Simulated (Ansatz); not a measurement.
# How far each method lies from UCCSDTQ for HGeAs⁺, quartet

Geometry: that of the HGeAs, triplet, kept fixed. The doublet lies 0.1 eV lower here.

```yaml
atoms:
  - { symbol: Ge, position_ang: [0.0000, -0.0368, 1.2246] }
  - { symbol: As, position_ang: [0.0000, 0.0147, -1.2049] }
  - { symbol: H, position_ang: [0.0000, 1.5590, 1.3081] }
```

Basis cc-pVDZ; Ansatz 0.2.0. Only valence electrons are correlated (noble-gas cores and the filled d shells of p-block atoms frozen), which leaves 9 electrons in 31 orbitals. R marks a restricted (for open shells ROHF) determinant, U an unrestricted one. Active spaces: valence = (9e, 9o) chosen from the atoms' valence shells. No spin–orbit coupling is included, and no scalar relativity.

Full CI isn't at hand for all of this; UCCSDTQ serves as the reference, and is uncertain by about the last step of the cluster series. The frozen core follows each run's orbitals, which can shift R against U totals by a few meV for light atoms and by up to 0.1 eV past Ca.

The UHF ⟨S²⟩ is 3.797, the T1 diagnostic (RCCSD) is 0.0355 and the largest doubles amplitude (RCCSD) is 0.065. The T1 diagnostic (UCCSD) is 0.0271.

```csv
level,E − E(UCCSDTQ) (mEh),share of correlation (%),wall time
UHF,160.67,4.90,–
UMP2,40.28,76.16,–
UCCSD,6.27,96.29,–
UCCSD(T),1.61,99.05,7.5 s
UCCSDT,0.32,99.81,–
UCCSDT(Q),0.02,99.99,18 s
```

The correlation energy at UCCSDTQ, counted from RHF, is -4.597 eV. That run took 37 s on 2 threads of AMD EPYC 7R13 with a shared H100 80 GB, shared host.

Run but not shown, since their state or frozen core can't be matched to the reference's or they repeat it: RHF, RMP2, CISD, RCCSD, RCCSD(T), BCCD(T), RCCSDT, RCCSDT(Q), RCCSDTQ, CASSCF (valence space), NEVPT2 (valence space), MRCISD (valence space), MRCISD+Q (valence space).

Times hold each run's SCF and search for its determinant on a shared host, so for small cases they say little of a method's own cost; they ran on 1 thread of AMD EPYC 7R13.

Natural occupations of CASSCF (valence space) about the gap: 1.988 1.972 1.927 1.007 1.001 0.989 0.046 0.039 0.029; effectively unpaired electrons, Σ n²(2−n)², 3.04.
